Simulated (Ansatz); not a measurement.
3C-SiC was calculated with G0W0@PBE (hard PAW, contour deformation; Ansatz, a first-principles code).

The same calculation (at the measured cell, 10.346 Å³/atom) with different numerical settings; throughout: k mesh 2×2×2:

```json
[
 {"run": "1", "response cutoff (eV)": "100", "empty bands": "86", "quasiparticle gap on the mesh (eV)": "1.354", "quasiparticle gap at Γ (eV)": "6.917", "rough time": "under 3 core-s"},
 {"run": "2", "response cutoff (eV)": "150", "empty bands": "159", "quasiparticle gap on the mesh (eV)": "1.529", "quasiparticle gap at Γ (eV)": "6.983", "rough time": "3 core-s"},
 {"run": "3", "response cutoff (eV)": "200", "empty bands": "244", "quasiparticle gap on the mesh (eV)": "1.593", "quasiparticle gap at Γ (eV)": "7.001", "rough time": "6 core-s"},
 {"run": "4", "response cutoff (eV)": "250", "empty bands": "341", "quasiparticle gap on the mesh (eV)": "1.628", "quasiparticle gap at Γ (eV)": "7.008", "rough time": "10 core-s"},
 {"run": "5", "response cutoff (eV)": "300", "empty bands": "449", "quasiparticle gap on the mesh (eV)": "1.649", "quasiparticle gap at Γ (eV)": "7.012", "rough time": "20 core-s"},
 {"run": "6", "response cutoff (eV)": "400", "empty bands": "691", "quasiparticle gap on the mesh (eV)": "1.672", "quasiparticle gap at Γ (eV)": "7.016", "rough time": "20 core-s"}
]
```

In the column quasiparticle gap on the mesh (eV) the first row differs from the last by -0.318 and the next to last by -0.023.

The last row is no converged limit: other settings stay fixed.
